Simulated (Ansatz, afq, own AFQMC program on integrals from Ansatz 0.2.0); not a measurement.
Two steps: Ansatz 0.2.0 writes the Fock matrix and Cholesky factors of the valence space, and afq projects on them the lowest state that overlaps trial and start.

```yaml
crystal:
  periodic: [false, false, false]
  atoms:
    - {symbol: B, position_ang: [0.000000, 0.000000, 0.000000]}
basis:
  gaussian: {orbitals: cc-pVQZ}
magnetization: {spin_polarized: true, initial_magnetization: 1}
correlation: {method: ccsd_t, electrons: outside_noble_gas, hamiltonian_folder: ham}
```

```sh
$ ansatz run in.yaml --threads 1 --pin off --events-out ev --progress --plain --max-ram 1843MiB
```

Options of the walk:

```
--method free --trial cisd --walkers 60 --time-step 0.03 --max-blocks 80 --target-error 0.00021 --factor-cut 1e-05 --seed 7814 --times 0,0.3,0.6,1.2,1.8,2.4,3.6,4.8,6 --taylor-order 8
```

Times are imaginary, in 1/Eh. The walk had a cap of 1876 s.

```
orbitals 54  electrons 2 1  factors 335 of 335
reference energy -24.53296713 Eh
CCSD correlation -0.06641626 Eh in 10 cycles, weight of the determinant in the CISD state 0.9322
repeat  energy at the last time / Eh  error
    10  -24.601146  0.000275
    20  -24.601098  0.000169
    30  -24.601091  0.000126
time / (1/Eh)  energy / Eh  error  mean overlap
  0.00  -24.599382  0.000001  1.0728
  0.30  -24.600367  0.000031  1.0660
  0.60  -24.600816  0.000045  1.0536
  1.20  -24.601062  0.000055  1.0598
  1.80  -24.601149  0.000062  1.0676
  2.40  -24.601258  0.000086  1.0522
  3.60  -24.601295  0.000073  1.0250
  4.80  -24.601272  0.000107  1.0068
  6.00  -24.601076  0.000122  1.0160
energy -24.601076 +/- 0.000122 Eh
```

Question: Estimate how long the walk took on 1 thread of Intel Xeon Platinum 8488C (shared host).

Answer: 2.6 min of wall time.

The run passed its tests (error under three times the target), which doesn't prove that it has relaxed.

Against this walk (error 3.3 meV) on the same determinant: CCSD(T) 6.5 meV higher (within the noise), full CI (a separate run on its own orbitals, whose frozen core shifts it by up to a few meV) 3.8 meV lower (within the noise). The error is statistical, and a free projection of finite length keeps a remainder of its start. The last points scatter (meV from the last: -2.0 ± 1.7 at 1.80, -4.9 ± 2.3 at 2.40, -5.9 ± 2.0 at 3.60, -5 ± 3 at 4.80, 0 ± 3 at 6.00); the last is the one printed as the energy, and the gaps above move with that scatter.

Cautions: remainder of the start not in the error; full CI with its own frozen core.

A walk keeps the symmetry of its determinant, which the program's search chose and which needn't be the lowest solution, so a lower state of the same spin and another symmetry isn't excluded.
